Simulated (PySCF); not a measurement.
# PH3S (SMILES [PH3]=S) at FCI/STO-6G

Aim: the vertical singlet–triplet gap of PH3S at FCI/STO-6G, from 2 runs. Input form: a Python script.

The results are computed with PySCF 2.14.0.

11 further runs of the same task are left out: 1 that didn't finish, 10 set aside as unsound or not needed.

### 1 The structure to begin with

PH3S: 5 atoms, total charge 0, spin state singlet. As SMILES, `[PH3]=S`. The shape is that of a GFN2-xTB optimisation.

Bond lengths: P1–S2 1.914 Å, P1–H3 1.394 Å, P1–H4 1.394 Å, P1–H5 1.394 Å. Angles: S2–P1–H3 118.2°, S2–P1–H4 118.2°, S2–P1–H5 118.2°, H3–P1–H4 99.6°, H3–P1–H5 99.4°, H4–P1–H5 99.4°.

### 2 The energy at FCI/STO-6G

calc.py

```python
from pyscf import gto, scf, mcscf

mol = gto.Mole()
mol.atom = '''
P      0.014967    -0.012472     0.014475
S      2.384249    -1.778497     2.099977
H     -2.205008     0.872921     1.123518
H     -1.006222    -1.278551    -2.058271
H      0.812034     2.196580    -1.179699
'''
mol.verbose = 3
mol.basis = 'sto-6g'
mol.unit = 'bohr'
mol.charge = 0
mol.max_memory = 1860
mol.spin = 0
mol.build()

hf = scf.RHF(mol)
hf.conv_tol = 1e-10
hf.kernel()
if not hf.converged:
    hf = hf.newton().run(hf.mo_coeff, hf.mo_occ)

cas = mcscf.CASCI(hf, hf.mo_coeff.shape[-1] - 10, (mol.nelec[0] - 10, mol.nelec[1] - 10))  # full CI above the frozen core
cas.fix_spin_(ss=0.0)
cas.kernel()
e_final = cas.e_tot
print('E(%s) = %.9f' % ('FCI', e_final))
```

Started as:

```
$ OMP_NUM_THREADS=1 python calc.py
```

The program printed:

```text
converged SCF energy = -737.357733240805
CASCI E = -737.445056719915  E(CI) = -35.7747799613950  S^2 = 0.0000000
E(FCI) = -737.445056720
```

Wall time 2.1 s (1 thread of Arm Neoverse V2, shared host); peak memory 0.14 GiB.

### 3 The triplet at the same level

geometry.xyz

```xyz
5
H3PS
P      0.007920    -0.006600     0.007660
S      1.261690    -0.941140     1.111260
H     -1.166840     0.461930     0.594540
H     -0.532470    -0.676580    -1.089190
H      0.429710     1.162380    -0.624270
```

run.py

```python
from pyscf import gto, scf, mcscf

molecule = gto.M(
    atom='geometry.xyz',
    spin=2,
    basis='sto-6g',
    verbose=4,
    max_memory=1860,
)

hf = scf.ROHF(molecule)
hf.conv_tol = 1e-10
hf.kernel()
if not hf.converged:
    hf = hf.newton().run(hf.mo_coeff, hf.mo_occ)

cas = mcscf.CASCI(hf, hf.mo_coeff.shape[-1] - 10, (molecule.nelec[0] - 10, molecule.nelec[1] - 10))  # full CI above the frozen core
cas.fix_spin_(ss=2.0)
cas.kernel()
e_tot = cas.e_tot
print('E(%s) = %.9f' % ('FCI', e_tot))
```

Started as:

```
$ OMP_NUM_THREADS=1 python run.py
```

The program printed:

```text
PySCF version 2.14.0

[INPUT] num. atoms = 5
[INPUT] num. electrons = 34
[INPUT] charge = 0
[INPUT] spin (= nelec alpha-beta = 2S) = 2
[INPUT] symmetry False subgroup None
[INPUT] Mole.unit = angstrom
[INPUT] Symbol           X                Y                Z      unit          X                Y                Z       unit  Magmom
[INPUT]  1 P      0.007920000000  -0.006600000000   0.007660000000 AA    0.014966630907  -0.012472192422   0.014475302114 Bohr   0.0
[INPUT]  2 S      1.261690000000  -0.941140000000   1.111260000000 AA    2.384248554102  -1.778496844873   2.099977053184 Bohr   0.0
[INPUT]  3 H     -1.166840000000   0.461930000000   0.594540000000 AA   -2.205008031187   0.872921188720   1.123517770099 Bohr   0.0
[INPUT]  4 H     -0.532470000000  -0.676580000000  -1.089190000000 AA   -1.006222469547  -1.278550901358  -2.058270797615 Bohr   0.0
[INPUT]  5 H      0.429710000000   1.162380000000  -0.624270000000 AA    0.812034212987   2.196579852672  -1.179699327782 Bohr   0.0

nuclear repulsion = 93.0892713525014
number of shells = 13
number of NR pGTOs = 126
number of NR cGTOs = 21
basis = sto-6g
ecp = {}

******** <class 'pyscf.scf.rohf.ROHF'> ********
method = ROHF
initial guess = minao
damping factor = 0
level_shift factor = 0
DIIS = <class 'pyscf.scf.diis.CDIIS'>
diis_start_cycle = 1
diis_space = 8
diis_damp = 0
SCF conv_tol = 1e-10
SCF conv_tol_grad = None
SCF max_cycles = 50
direct_scf = True
direct_scf_tol = 1e-13
num. doubly occ = 16  num. singly occ = 2
Set gradient conv threshold to 1e-05
init E= -737.296255079276
  HOMO = 0.245078629497209  LUMO = 0.365733134187689  gap/eV = 3.28318
cycle= 1 E= -737.088850205222  delta_E= 0.207  |g|= 0.211  |ddm|= 3.01
  HOMO = 0.29665050406725  LUMO = 0.436056668460637  gap/eV = 3.79343
cycle= 2 E= -737.141045016989  delta_E= -0.0522  |g|= 0.0675  |ddm|= 0.579
  HOMO = 0.276720080221914  LUMO = 0.469861285750374  gap/eV = 5.25564
cycle= 3 E= -737.148289804786  delta_E= -0.00724  |g|= 0.0236  |ddm|= 0.441
  HOMO = 0.282802133025047  LUMO = 0.469545678226994  gap/eV = 5.08155
cycle= 4 E= -737.149461265298  delta_E= -0.00117  |g|= 0.00828  |ddm|= 0.199
  HOMO = 0.283984218332827  LUMO = 0.470679937742898  gap/eV = 5.08025
cycle= 5 E= -737.149568327825  delta_E= -0.000107  |g|= 0.00124  |ddm|= 0.0664
  HOMO = 0.283632111955602  LUMO = 0.470816423460374  gap/eV = 5.09354
cycle= 6 E= -737.149571305605  delta_E= -2.98e-06  |g|= 0.000529  |ddm|= 0.00981
  HOMO = 0.283722164341584  LUMO = 0.470787022473593  gap/eV = 5.09029
cycle= 7 E= -737.149571964651  delta_E= -6.59e-07  |g|= 0.000154  |ddm|= 0.00644
  HOMO = 0.283738235287426  LUMO = 0.470798222794441  gap/eV = 5.09016
cycle= 8 E= -737.149572031011  delta_E= -6.64e-08  |g|= 3.81e-05  |ddm|= 0.00234
  HOMO = 0.28372545913872  LUMO = 0.470798727615005  gap/eV = 5.09052
cycle= 9 E= -737.149572034028  delta_E= -3.02e-09  |g|= 4.74e-06  |ddm|= 0.000482
  HOMO = 0.283725592162318  LUMO = 0.470798200274956  gap/eV = 5.09050
cycle= 10 E= -737.149572034064  delta_E= -3.62e-11  |g|= 1.01e-06  |ddm|= 2.99e-05
  HOMO = 0.283725778155988  LUMO = 0.470798229789258  gap/eV = 5.09050
Extra cycle  E= -737.149572034067  delta_E= -2.73e-12  |g|= 5.35e-07  |ddm|= 6.15e-06
converged SCF energy = -737.149572034067

******** <class 'pyscf.mcscf.casci.CASCI'> ********
CAS (8e+6e, 11o), ncore = 10, nvir = 0
natorb = False
canonicalization = True
sorting_mo_energy = False
******** <class 'pyscf.fci.addons.SpinPenaltyFCISolver'> ********
max. cycles = 200
conv_tol = 1e-08
davidson only = True
linear dependence = 1e-12
level shift = 0.001
max iter space = 12
nroots = 1
pspace_size = 400
spin = None
Density matrix diagonal elements [1.99400741 1.98866601 1.96371144 1.96904359 1.98196488 1.98901182
 1.00641293 0.98055132 0.04327562 0.04327029 0.0400847 ]
CASCI converged
CASCI E = -737.222711380670  E(CI) = -35.5551758894161  S^2 = 2.0000000
E(FCI) = -737.222711381
```

Run time: 2.1 s. Hardware: 1 thread of Arm Neoverse V2, shared host; peak memory 0.13 GiB.

### 4 What came out

At FCI/STO-6G, 10 core orbitals frozen:

| quantity | value |
| --- | --- |
| singlet: total energy | -737.44506 Eh |
| singlet: dipole moment (Hartree–Fock density) | 4.41 D |
| singlet: HOMO energy (Hartree–Fock orbitals) | -4.65 eV |
| singlet: LUMO energy (Hartree–Fock orbitals) | 11.78 eV |
| singlet: HOMO–LUMO gap (Hartree–Fock orbitals) | 16.43 eV |
| singlet: correlation energy (10 core orbitals frozen) | -87.3 mEh |
| triplet: total energy | -737.22271 Eh |
| triplet: dipole moment (Hartree–Fock density) | 2.71 D |
| triplet: correlation energy (10 core orbitals frozen) | -73.1 mEh |
| vertical energy of the triplet above the singlet | 6.050 eV |

At this shape the triplet lies 6.05 eV (584 kJ/mol) above the singlet. In a minimal basis such a difference can be off by several eV, whatever the method.
